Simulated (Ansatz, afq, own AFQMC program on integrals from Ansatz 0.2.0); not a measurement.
Two steps: Ansatz 0.2.0 writes the Fock matrix and Cholesky factors of the valence space, and afq projects on them the lowest state that overlaps trial and start.

```yaml
crystal:
  periodic: [false, false, false]
  atoms:
    - {symbol: B, position_ang: [0.000000, 0.000000, 0.000000]}
basis:
  gaussian: {orbitals: 6-31G}
magnetization: {spin_polarized: true, initial_magnetization: 1}
correlation: {method: ccsd_t, electrons: outside_noble_gas, hamiltonian_folder: ham}
```

```sh
$ ansatz run in.yaml --threads 1 --pin off --events-out ev --progress --plain --max-ram 1843MiB
```

afq runs on the folder ham with

```
--method free --trial cisd --walkers 100 --time-step 0.2 --max-blocks 30 --target-error 0.00042 --factor-cut 1e-06 --seed 2582 --times 0,1,2,3 --taylor-order 6
```

Times are imaginary, in 1/Eh. The walk had a cap of 90 s.

```
orbitals 8  electrons 2 1  factors 33 of 34
reference energy -24.51949117 Eh
CCSD correlation -0.04185806 Eh in 9 cycles, weight of the determinant in the CISD state 0.9424
repeat  energy at the last time / Eh  error
    10  -24.561908  0.000046
    20  -24.561889  0.000034
    30  -24.561890  0.000025
time / (1/Eh)  energy / Eh  error  mean overlap
  0.00  -24.561349  0.000000  1.0608
  1.00  -24.561741  0.000015  1.0584
  2.00  -24.561872  0.000019  1.0531
  3.00  -24.561890  0.000025  1.0382
energy -24.561890 +/- 0.000025 Eh
```

The run passed its tests (error under three times the target), which doesn't prove that it has relaxed.

Against this walk (error 0.7 meV) on the same determinant: CCSD(T) 5.7 meV higher, full CI 1.1 meV higher (within the noise). The error is statistical, and a free projection of finite length keeps a remainder of its start.

A setting was made bad on purpose (time step too long), so the walk's energy isn't to be trusted. Here it did no visible harm: the energy meets the surest value within the noise.

Cautions: remainder of the start not in the error; the time-step error isn't removed.

A walk keeps the symmetry of its determinant, which the program's search chose and which needn't be the lowest solution, so a lower state of the same spin and another symmetry isn't excluded.
